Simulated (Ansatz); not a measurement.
Input for Ansatz (a first-principles code): R-HF/def2-TZVPP on HN2 (SMILES N#[NH+]). Charge +1.

Ansatz 0.2 input:
```yaml
crystal:
  periodic: [false, false, false]
  atoms:
    - {symbol: N, position_ang: [-0.00000000, -0.00000000, -0.64838697]}
    - {symbol: N, position_ang: [0.00000000, 0.00000000, 0.43758830]}
    - {symbol: H, position_ang: [0.00000000, 0.00000000, 1.47559072]}
basis:
  gaussian:
    orbitals: def2-TZVPP
hamiltonian:
  xc: {name: HF}
total_charge: 1
accuracy: high
relax: {f_tol: 0.0005, max_steps: 60}
scf: {lower_state_search: off}
output: {forces: true}
```

### Question
Give the final energy of this run.

### Answer
-109.1852 hartree.

### Question
How many basis functions does it have, and what does it roughly cost on one machine?

### Answer
76 functions; very roughly 7 core-seconds.
